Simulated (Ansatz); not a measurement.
Geometry optimisation, RKS LDA/def2-SVP (Ansatz 0.2.0).

Input:

```yaml
crystal:
  periodic: [false, false, false]
  atoms:
    - { symbol: Al, position_ang: [0.0, 0.0, 0.0] }
    - { symbol: H, position_ang: [0.0, 0.0, 1.56] }
    - { symbol: C, position_ang: [1.706, 0.0, -0.985] }
    - { symbol: H, position_ang: [2.0356, -1.0462, -1.1552] }
    - { symbol: H, position_ang: [1.5695, 0.508, -1.9624] }
    - { symbol: H, position_ang: [2.4756, 0.5381, -0.3932] }
    - { symbol: O, position_ang: [-1.5415, 0.0, -0.89] }
    - { symbol: H, position_ang: [-2.0512, -0.8467, -0.6815] }
basis:
  gaussian: { orbitals: def2-SVP }
hamiltonian:
  xc: lda
relax:
  f_tol: 0.02
  max_steps: 40
```

Run as:

```bash
$ ansatz run input.yaml --threads 1 --pin off --max-ram 2048MiB --backend cpu --events-out ev --progress --plain --runs-dir out
```

**Question.** Where does it end, and by what steps?

**Answer.** The forces met the threshold. After 19 steps the energy has fallen by 0.322 eV; H8 moved furthest, 0.65 Å.

```csv
step,energy less start (eV),largest force component (eV/Å),accepted
0,0.0000,1.557,yes
1,-0.0740,1.938,yes
2,-0.1572,1.180,yes
3,-0.2921,0.555,yes
4,-0.2792,0.513,no
5,-0.3127,0.160,yes
6,-0.3168,0.090,yes
7,-0.3177,0.049,yes
8,-0.3181,0.027,yes
9,-0.3187,0.122,yes
10,-0.3194,0.079,yes
11,-0.3204,0.023,yes
12,-0.3211,0.063,yes
13,-0.3214,0.048,yes
14,-0.3217,0.021,yes
15,-0.3219,0.023,yes
16,-0.3219,0.022,yes
17,-0.3219,0.025,no
18,-0.3219,0.057,no
19,-0.3220,0.014,yes
```

```xyz
8
Properties=species:S:1:pos:R:3
Al 0.050 -0.203 -0.022
H -0.061 -0.426 1.564
C 1.705 0.014 -0.992
H 2.357 -0.880 -0.877
H 1.523 0.173 -2.076
H 2.287 0.880 -0.606
O -1.388 -0.153 -0.938
H -2.278 -0.252 -0.561
```

Time of the run: 23 s on 1 thread of Arm Neoverse V2 (shared host), peak memory 0.13 GiB.
